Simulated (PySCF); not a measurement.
**Silicon: a sound run and one with changed settings**

Sound run: Si [Ne] 3s2 3p2, Si⁺ [Ne] 3s2 3p1. Computed with PySCF 2.14 in cc-pVTZ-DK, with scalar relativity by spin-free X2C-1e. In the sound run the correlated levels freeze [Ne]. The sound run starts from symmetry-adapted Hartree-Fock orbitals and uses a fine grid where one is needed.

Changed run: a valence shell is frozen. This setting is unsound on purpose.

```tsv
species	method	sound run (hartree)	changed run (hartree)	converged
Si	MP2	-289.51503	-289.46469	yes
Si	CCSD(T)	-289.53558	-289.46736	yes
```

Ionisation energy of Si:

| method | sound run (eV) | changed run (eV) |
| --- | --- | --- |
| UHF | 7.630 | 7.630 |
| MP2 | 8.031 | 7.785 |
| SCS-MP2 | 7.946 | 7.681 |
| CCSD | 8.060 | 7.858 |
| CCSD(T) | 8.097 | 7.858 |
| CCSDT | n/a | 7.858 |
| FCI | n/a | 7.858 |

Freezing a valence shell removes pair correlation that changes on ionisation.

For comparison, NIST gives 8.152 eV between the lowest levels.
